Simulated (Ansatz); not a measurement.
**Worked example: vertical ionisation energy of C2H5Cl (chloroethane)**

The species is C2H5Cl (8 atoms), meant as a singlet with charge 0. As SMILES, `CCCl`. Geometry: relaxed at PBE0-D4/def2-TZVP.

Both states at this one shape; open shells run unrestricted unless said. 1 Eh = 27.2114 eV.

| level | program | singlet C2H5Cl (Eh) | doublet C2H5Cl+ (Eh) | HOMO of the first (eV) |
| --- | --- | --- | --- | --- |
| HF/6-311+G** | Ansatz | -538.179966 | -537.807855 | -11.72 |
| B3LYP/6-31G* (Cartesian functions) | Ansatz | -539.425724 | -539.025043 | -7.93 |

Task: Work out the vertical ionisation energy at each level.

Result: 
1. HF/6-311+G**: -537.807855 − (-538.179966) = 0.372111 Eh = 10.13 eV; −ε(HOMO) = 11.72 eV.
2. B3LYP/6-31G* (Cartesian functions): -539.025043 − (-539.425724) = 0.400681 Eh = 10.90 eV; −ε(HOMO) = 7.93 eV.

No measured value is set beside it here; the levels span 10.13 to 10.90 eV. In Hartree–Fock, −ε(HOMO) (Koopmans) exceeds the difference of totals by the orbital relaxation of the ion. Hartree–Fock favours the state with fewer electron pairs, since it lacks pair correlation.
